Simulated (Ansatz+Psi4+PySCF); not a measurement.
The numbers below are computed, except where a source is named.
Input for Psi4 1.11:

```
molecule {
1 2
C -0.027530 -0.224700 1.204880
N -0.027530 0.592470 0.000000
C -0.027530 -0.224700 -1.204880
H 0.791500 -0.962740 1.248510
H 0.039600 0.421180 2.083400
H -0.972220 -0.772990 1.261750
H 0.805300 1.178220 0.000000
H 0.791500 -0.962740 -1.248510
H 0.039600 0.421180 -2.083400
H -0.972220 -0.772990 -1.261750
}

set basis cc-pVTZ
set reference rohf
set scf_type pk
energy('scf')
```

The input is written out from the run's settings.

Output:

| Property | Result |
| --- | --- |
| Converged | yes |
| Total energy | -134.00352 hartree |
| Spin squared of the determinant | 0.750 |
| Occupied orbitals by symmetry in an Abelian subgroup (alpha; beta) | 8 Ap 5 App; 7 Ap 5 App |
